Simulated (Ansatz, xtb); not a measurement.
**Relaxing a trial structure of CH2Si2**

The starting geometry of this gas-phase singlet has its atoms placed at random.

```yaml
atoms:
  - { symbol: C, position_ang: [0.1699, 0.4862, 1.6397] }
  - { symbol: Si, position_ang: [-0.6624, -0.7690, -0.7229] }
  - { symbol: Si, position_ang: [-0.1060, -1.1294, 1.4471] }
  - { symbol: H, position_ang: [0.3995, 0.6495, -1.1364] }
  - { symbol: H, position_ang: [-0.5772, 0.8311, 0.1131] }
```

Question: One run relaxed it with r2SCAN-D4/def2-SVP. What is a likely outcome?

Answer: It ends as a structure given below by its coordinates. Distances that change by over a tenth: C1–Si3 (1.65 → 1.84 Å), Si2–H5 (1.81 → 2.73 Å). Contacts that close: C1–Si2 (2.80 → 1.75 Å), C1–H5 (1.73 → 1.10 Å), Si2–H4 (1.82 → 1.50 Å).

The energy falls by 5.90 eV over 16 steps:

| step | E − E(last) (eV) |
| --- | --- |
| 1 | 5.900 |
| 3 | 2.557 |
| 4 | 1.980 |
| 6 | 0.740 |
| 8 | 0.253 |
| 9 | 0.163 |
| 11 | 0.046 |
| 13 | 0.001 |
| 14 | 0.000 |
| 16 | 0.000 |

Final geometry (Å):

```yaml
atoms:
  - { symbol: C, position_ang: [-0.1850, 0.4110, 0.9166] }
  - { symbol: Si, position_ang: [-0.1179, -0.5297, -0.5627] }
  - { symbol: Si, position_ang: [-0.2549, -1.3063, 1.5718] }
  - { symbol: H, position_ang: [-0.0279, 0.0748, -1.9330] }
  - { symbol: H, position_ang: [-0.1907, 1.4185, 1.3478] }
```

From the same start GFN2-xTB reaches the same bonding as this run.

From so rough a start the end depends on the optimiser's path, so another program may land elsewhere. The end wasn't checked by frequencies. Run with Ansatz 0.2.0, 25 s on 1 thread of Arm Neoverse V2, on a shared host.
